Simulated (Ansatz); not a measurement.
**hcp Be: polycrystal shear modulus by level of theory**

No measured value is used here.

```json
[
 {"level (code)": "LDA (Ansatz)", "value (GPa)": "…", "cell (Å³/atom)": "7.55"},
 {"level (code)": "PBE (Ansatz)", "value (GPa)": "162", "cell (Å³/atom)": "7.91"},
 {"level (code)": "r²SCAN (Ansatz)", "value (GPa)": "173", "cell (Å³/atom)": "7.91"}
]
```

Task: Fill in the missing entries.

Result: 
- LDA (Ansatz, an electronic-structure program), value (GPa): 171

Each level is taken at its own relaxed cell. Cutoffs differ between the levels. Ansatz's density-functional and Hartree–Fock values are scalar-relativistic unless marked +SOC, with PAW data made under PBE.
